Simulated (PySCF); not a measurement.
# HF/3-21G (preoptimised minimum) run of BF (SMILES [B]F)

Wanted: an optimisation with harmonic vibrations of BF. The job is set up through a Python script.

The results are computed with PySCF 2.14.0.

3 further runs of the same task are left out: 3 set aside as unsound or not needed.

## (1) The molecule

The species is BF (2 atoms), meant as a singlet with charge 0. SMILES: `[B]F`. The shape is that of a GFN2-xTB symmetrised optimisation. The run starts from this shape.

Bond lengths: B1–F2 1.244 Å.

## (2) An optimisation with harmonic vibrations at HF/3-21G (preoptimised minimum)

Input file input.py:

```python
from pyscf import gto, scf, symm
from pyscf.hessian import thermo
from pyscf.geomopt.geometric_solver import kernel as optimise

mol = gto.M(
    atom='''
B      0.000000     0.000000    -0.622195
F      0.000000     0.000000     0.622195
''',
    max_memory=1860,
    verbose=3,
    basis='3-21g',
)

mf = scf.RHF(mol)
mf.conv_tol = 1e-10
converged, mol_eq = optimise(mf, maxsteps=80)
print('converged:', converged)
print(mol_eq.tostring())

mf.reset(mol_eq)
mol = mol_eq
mf.kernel()
etot = mf.e_tot
print(f'total energy: {etot:.8f} hartree')
hess = mf.Hessian().kernel()
modes = thermo.harmonic_analysis(mol, hess)
thermo.dump_normal_mode(mol, modes)
symm.geom.TOLERANCE = 1e-3  # for the symmetry number
th = thermo.thermo(mf, modes['freq_au'], 298.15, 101325)
thermo.dump_thermo(mol, th)
```

Launch:

```console
OMP_NUM_THREADS=1 python input.py
```

**Question.** What will come out? Wanted: total energy; dipole moment; HOMO energy; LUMO energy; HOMO–LUMO gap; harmonic wavenumber; zero-point energy; ideal-gas entropy at 298.15 K.

Answer, from the run:

At HF/3-21G (preoptimised minimum):

```
                                                 quantity             value
                                             total energy     -123.43358 Eh
                                            dipole moment            0.60 D
                                              HOMO energy         -11.00 eV
                                              LUMO energy           3.04 eV
                                            HOMO–LUMO gap          14.04 eV
                                      harmonic wavenumber         1489 cm⁻¹
                                        zero-point energy        8.9 kJ/mol
ideal-gas entropy at 298.15 K (symmetry number 1 as used)  48.0 cal/(mol K)
```

At the final geometry: Bond lengths: B1–F2 1.303 Å. The one mode is real, so the shape is a minimum at this level.
